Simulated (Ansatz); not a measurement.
For rock-salt SrO, BLYP in Ansatz (plane waves, PAW) gives:

lattice constant a: 5.248 Å
bulk modulus: 80.5 GPa
cohesive energy: 4.82 eV/atom
band gap at the measured cell: 3.46 eV

Problem. What does r²SCAN0 (plane waves, PAW; Ansatz, an electronic-structure program) give for the same quantities?

Solution. 
- lattice constant a: 5.137 Å (shrinks by 2.1 %)
- bulk modulus: 98.5 GPa (rises by 22 %)
- cohesive energy: 5.04 eV/atom (goes up by 0.22 eV/atom)
- band gap at the measured cell: 5.85 eV (goes up by 2.39 eV)

For comparison: lattice constant a 5.16 Å (measured, 300 K, not corrected to a static lattice; as tabulated in Santana et al. (2016), arXiv:1608.06321); bulk modulus 91 GPa (measured, 300 K, not corrected to a static lattice; as tabulated in Santana et al. (2016), arXiv:1608.06321); cohesive energy 5.23 ± 0.03 eV/atom (worked out here from tabulated enthalpies at 298 K, copied from a table, unchecked, brought to a static lattice with a Debye model, atoms in their spin–orbit ground levels; inputs from the CRC Handbook); band gap 5.63 eV (measured, zero-point renormalisation of 326 meV (computed, non-adiabatic AHC, without the lattice-expansion part) added back here to the 80 K gap 5.3 eV; inputs from Miglio et al. (2020), arXiv:2011.12765).

Changes are worked out from the printed values.

Unless a cell is named, each level is at its own relaxed cell (BLYP 18.07, r²SCAN0 16.94 Å³/atom).

Spin–orbit coupling is included only where a level's name says +SOC; with heavier elements it mostly lowers gaps and can invert bands. Density-functional gaps are differences of (generalised) Kohn–Sham levels.

Ansatz's density-functional and Hartree–Fock values are scalar-relativistic unless marked +SOC, with PAW data made under PBE.
